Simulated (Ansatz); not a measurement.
Density of states of Cs (Im-3m, a = 6.010 Å, b = 6.010 Å, c = 6.010 Å, α = 90.00°, β = 90.00°, γ = 90.00°), in states per eV and primitive cell, averaged over bins of 0.4 eV. Level of theory: Ansatz, DFT PBEsol, scalar-relativistic, plane waves, PAW.

Cutoff 420 eV; k points 10×10×10 on the computed 1-atom cell (Γ-centred); Gaussian smearing, width 0.10 eV; no spin polarisation.

The cell is relaxed at this level. The states (both spins) are summed by tetrahedra on a 15×15×15 mesh at the self-consistent density. Energies are bin centres; the table starts no lower than −8 eV and ends at 6 eV, or lower where the solved bands end.

It is a metal at this level.

```csv
E − E_F (eV),total,Cs 6s
-1.55,0.18,0.18
-1.15,0.39,0.38
-0.75,0.59,0.57
-0.35,0.86,0.82
0.05,1.37,1.22
0.45,1.36,0.85
0.85,2.54,0.11
1.25,2.61,0.06
1.65,2.77,0.08
2.05,1.90,0.10
2.45,1.46,0.07
2.85,2.06,0.07
3.25,3.66,0.10
3.65,4.18,0.03
4.05,2.55,0.03
```

The columns after the total are the Löwdin projections on the occupied valence shells of the potentials. The rest of the total lies in shells that are empty in the free atom, which aren't projected, and between the atoms.

Spin-orbit coupling is left out, which matters for the bands of heavy elements.

Cost: 1 run of about 0.23 core-minutes, on Arm Neoverse V1 (shared hosts).